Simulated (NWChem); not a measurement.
# H2CO (formaldehyde): levels of theory compared

We compute a comparison of 6 runs (PBE0/3-21G, PBE0/6-311G**, PBE0/6-31G**, PBE0/STO-3G, PBE0/6-31G*, PBE0/6-311G(2df,2pd)) of H2CO (formaldehyde). 

The calculation is run with NWChem 7.3.0.

### Step 1. The system as given

H2CO has 4 atoms, charge 0, and is taken as a singlet. As SMILES, `C=O`. Geometry: relaxed at PBE0-D4/def2-TZVP.

Bond lengths: C1–O2 1.195 Å, C1–H3 1.109 Å, C1–H4 1.109 Å. Angles: O2–C1–H3 122.0°, O2–C1–H4 122.0°, H3–C1–H4 116.0°.

### Step 2. Magnetic shielding at PBE0/3-21G (run 1)

The input, ch2o.nw:

```
start ch2o
memory 2200 mb

geometry units angstroms noautosym nocenter noautoz
  C       -0.002800      -0.002200      -0.003300
  O        0.692000       0.544400       0.801300
  H       -0.544800       0.559700      -0.790500
  H       -0.144300      -1.101900      -0.007500
end

basis "ao basis" spherical bse
  * library 3-21G
end

dft
  xc pbe0
  grid fine
  convergence energy 1e-08
  iterations 100
  mulliken
  print low
end

property
  shielding
end

task dft property
```

Command:

```console
nwchem ch2o.nw > ch2o.out
```

Standard output:

```text
[...]
 d= 0,ls=0.0,diis     1   -113.6285725862 -1.45D+02  6.92D-02  7.61D-01     0.1
[...]
 d= 0,ls=0.0,diis     8   -113.7270686953  7.84D-11  1.09D-06  1.81D-09     0.5
         Total DFT energy =     -113.727068695307
      One electron energy =     -216.838091398884
           Coulomb energy =       86.181319520046
    Exchange-Corr. energy =      -14.528372281502
 Nuclear repulsion energy =       31.458075465033
[...]
      Total Density - Mulliken Population Analysis
     ---------------------------------------------
    Atom       Charge   Shell Charges
 -----------   ------   -------------------------------------------------------
    1 C    6     5.95   1.98  0.43  1.60  0.85  1.08
    2 O    8     8.39   1.99  0.44  2.10  1.53  2.33
    3 H    1     0.83   0.48  0.35
    4 H    1     0.83   0.48  0.35
[...]
           isotropic =      35.1983
[...]
           isotropic =    -392.5318
[...]
           isotropic =      21.9061
[...]
           isotropic =      21.9052
[...]
```

Wall time 2.1 s (1 thread of Intel Xeon 6975P-C (Granite Rapids), shared host); peak memory 0.11 GiB.

### Step 3. NMR shieldings at PBE0/6-311G(d,p) (run 2)

The input, ch2o.nw:

```
start ch2o
memory stack 880 mb heap 220 mb global 1100 mb

geometry noautosym nocenter noautoz
C     -0.002800    -0.002200    -0.003300
O      0.692000     0.544400     0.801300
H     -0.544800     0.559700    -0.790500
H     -0.144300    -1.101900    -0.007500
end

basis spherical bse
C library 6-311G**
O library 6-311G**
H library 6-311G**
end

dft
xc pbe0
grid fine
convergence energy 1e-08
maxiter 100
mulliken
print low
end

property
shielding
end

task dft property
```

Command:

```console
nwchem ch2o.nw > ch2o.out
```

Standard output:

```text
[...]
 d= 0,ls=0.0,diis     1   -114.3136992248 -1.46D+02  2.20D-02  7.54D-01     0.3
[...]
 d= 0,ls=0.0,diis     8   -114.4012716153  9.22D-09  2.70D-06  1.37D-07     1.5
         Total DFT energy =     -114.401271615318
      One electron energy =     -217.882481339939
           Coulomb energy =       86.619937283453
    Exchange-Corr. energy =      -14.596803023865
 Nuclear repulsion energy =       31.458075465033
[...]
      Total Density - Mulliken Population Analysis
     ---------------------------------------------
    Atom       Charge   Shell Charges
 -----------   ------   -------------------------------------------------------
    1 C    6     5.91   1.10  0.89  0.61  0.80  1.39  0.42  0.58  0.11
    2 O    8     8.26   1.08  0.91  0.95  1.02  1.99  0.84  1.44  0.02
    3 H    1     0.92   0.27  0.52  0.10  0.02
    4 H    1     0.92   0.27  0.52  0.10  0.02
[...]
           isotropic =      -5.7686
[...]
           isotropic =    -453.8256
[...]
           isotropic =      21.8501
[...]
           isotropic =      21.8494
[...]
```

It took 7.5 s on 1 thread of Intel Xeon 6975P-C (Granite Rapids), shared host; peak memory 0.11 GiB.

### Step 4. NMR shieldings at PBE0/6-31G(d,p) (spherical functions) (run 3)

The input, ch2o.xyz:

```xyz
4

C     -0.002800    -0.002200    -0.003300
O      0.692000     0.544400     0.801300
H     -0.544800     0.559700    -0.790500
H     -0.144300    -1.101900    -0.007500
```

The input, ch2o.nw:

```
start ch2o
memory stack 880 mb heap 220 mb global 1100 mb

geometry units angstrom noautosym nocenter noautoz
load ch2o.xyz
end

basis "ao basis" spherical bse
* library 6-31G**
end

dft
xc pbe0
grid fine
convergence energy 1e-08
iterations 100
mulliken
print low
end

property
shielding
end

task dft property
```

Command:

```console
nwchem ch2o.nw > ch2o.out
```

Standard output:

```text
[...]
 d= 0,ls=0.0,diis     1   -114.2807241859 -1.46D+02  3.49D-02  7.08D-01     0.2
[...]
 d= 0,ls=0.0,diis     8   -114.3690013890  3.64D-09  2.80D-06  5.29D-08     1.1
         Total DFT energy =     -114.369001388952
      One electron energy =     -217.796718211547
           Coulomb energy =       86.556356601857
    Exchange-Corr. energy =      -14.586715244294
 Nuclear repulsion energy =       31.458075465033
[...]
      Total Density - Mulliken Population Analysis
     ---------------------------------------------
    Atom       Charge   Shell Charges
 -----------   ------   -------------------------------------------------------
    1 C    6     5.87   2.00  0.71  1.95  0.50  0.64  0.08
    2 O    8     8.33   2.00  0.93  2.84  0.94  1.59  0.03
    3 H    1     0.90   0.53  0.36  0.01
    4 H    1     0.90   0.53  0.36  0.01
[...]
           isotropic =      11.8736
[...]
           isotropic =    -379.2264
[...]
           isotropic =      21.6931
[...]
           isotropic =      21.6924
[...]
```

Wall time 4.5 s (1 thread of Intel Xeon 6975P-C (Granite Rapids), shared host); peak memory 0.11 GiB.

Runs 4 to 5 aren't shown in full; the table further down has their settings and results.

### Step 5. Magnetic shielding at PBE0/6-311G(2df,2pd) (run 6)

The input, mol.xyz:

```xyz
4
CH2O
C     -0.002800    -0.002200    -0.003300
O      0.692000     0.544400     0.801300
H     -0.544800     0.559700    -0.790500
H     -0.144300    -1.101900    -0.007500
```

The input, mol.nw:

```
start mol
title "CH2O"
memory stack 880 mb heap 220 mb global 1100 mb

geometry units angstrom noautosym nocenter noautoz
load mol.xyz
end

basis spherical bse
* library "6-311G(2df,2pd)"
end

dft
xc pbe0
mult 1
grid fine
convergence energy 1e-08
maxiter 100
mulliken
noprint "final vectors analysis"
end

property
shielding
end

task dft property
```

Command:

```console
nwchem mol.nw > mol.out
```

Standard output:

```text
[...]
          Wavefunction type:  closed shell.
          No. of atoms     :     4
          No. of electrons :    16
[...]
          Charge           :     0
          Spin multiplicity:     1
[...]
          AO basis - number of functions:    88
[...]
              XC Information
              --------------
                         PBE0 Method XC Functional
                     Hartree-Fock (Exact) Exchange  0.250
          PerdewBurkeErnzerhof Exchange Functional  0.750
            Perdew 1991 LDA Correlation Functional  1.000 local
           PerdewBurkeErnz. Correlation Functional  1.000 non-local
[...]
 d= 0,ls=0.0,diis     1   -114.3216990395 -1.46D+02  1.16D-02  7.58D-01     0.7
[...]
 d= 0,ls=0.0,diis    10   -114.4083156259 -2.42D-11  6.35D-08  4.81D-11     5.8
         Total DFT energy =     -114.408315625857
      One electron energy =     -217.896461266815
           Coulomb energy =       86.624660506287
    Exchange-Corr. energy =      -14.594590330362
 Nuclear repulsion energy =       31.458075465033
[...]
      Total Density - Mulliken Population Analysis
     ---------------------------------------------
    Atom       Charge   Shell Charges
 -----------   ------   -------------------------------------------------------
    1 C    6     5.56   1.10  0.88  0.62  0.78  1.26  0.33  0.50  0.03  0.05  0.01
    2 O    8     8.31   1.08  0.91  0.95  1.02  2.00  0.80  1.51  0.00  0.03  0.00
    3 H    1     1.07   0.27  0.61  0.14  0.01  0.03  0.00
    4 H    1     1.07   0.27  0.61  0.14  0.01  0.03  0.00
[...]
           isotropic =      -8.9092
[...]
           isotropic =    -444.4999
[...]
           isotropic =      21.4582
[...]
           isotropic =      21.4575
[...]
```

It took 26 s on 1 thread of Intel Xeon 6975P-C (Granite Rapids), shared host; peak memory 0.11 GiB.

### Step 6. The series

```
run                               level  energy (Eh)  isotropic shielding of C1 (ppm)  isotropic shielding of O2 (ppm)  isotropic shielding of H3 (ppm)  wall time
  1                          PBE0/3-21G  -113.727069                             35.2                           -392.5                             21.9      2.1 s
  2                       PBE0/6-311G**  -114.401272                             -5.8                           -453.8                             21.9      7.5 s
  3  PBE0/6-31G** (spherical functions)  -114.369001                             11.9                           -379.2                             21.7      4.5 s
  4                         PBE0/STO-3G  -112.842371                            102.3                           -309.1                             22.9      1.5 s
  5   PBE0/6-31G* (spherical functions)  -114.366237                             11.8                           -373.6                             22.3      3.9 s
  6                PBE0/6-311G(2df,2pd)  -114.408316                             -8.9                           -444.5                             21.5       26 s
```

### Step 7. Summary of results

| quantity | value |
| --- | --- |
| run 6: total energy | -114.40832 Eh |
| run 6: dipole moment | 2.23 D |
| run 6: isotropic shielding of C1 | -8.9 ppm |
| run 6: isotropic shielding of O2 | -444.5 ppm |
| run 6: isotropic shielding of H3 | 21.5 ppm |

Over runs 4, 5, 6 the dipole moment (its size) runs from 1.31 D (PBE0/STO-3G) to 2.23 D (PBE0/6-311G(2df,2pd)). In run 4 the basis is minimal, so the values are rough. All runs together took 45 s, the longest 26 s.
